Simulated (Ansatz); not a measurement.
fcc Rh, treated with r²SCAN0 (Ansatz, an electronic-structure program, plane waves, PAW).

Run with plane-wave cutoff 520 eV, 14×14×14 k mesh, Fermi–Dirac smearing 0.05 eV, no spin polarisation, scalar-relativistic PAW data made under PBE.

Equation-of-state points:

```csv
V (Å³/atom),E − E_lowest (meV/atom),P (GPa)
12.667,36.71,18.35
13.000,8.94,8.59
13.334,0.00,0.21
13.573,3.69,-5.05
14.000,28.26,-13.11
```

Problem. Estimate the bulk modulus from the pressures at 13.000 and 13.573 Å³/atom, and compare it with a fit to all energies.

Solution. B = −V dP/dV. Between V = 13.000 and 13.573 Å³/atom, dP/dV = (-5.05 − (8.59))/(13.573 − 13.000) = -23.8 GPa per Å³/atom; at the midpoint 13.287 Å³/atom this gives B ≈ 316 GPa. The third-order Birch–Murnaghan fit gives V0 = 13.343 Å³/atom, B0 = 309 GPa, B′ = 5.2, which lies 2 % below that estimate.

Measured, for comparison: bulk modulus 271 GPa (corrected for temperature and zero-point phonon effects, our sources range from 271 to 289; as tabulated in Levämäki et al. (2014), arXiv:1402.3671); equilibrium volume per atom 13.65 Å³/atom (static lattice: zero-point anharmonic expansion removed; as tabulated in Mejia-Rodriguez and Trickey (2018), arXiv:1807.09216). Computed (rounded) less measured: bulk modulus +14 % (+7 % to +14 % over the range), equilibrium volume per atom -2.3 %.
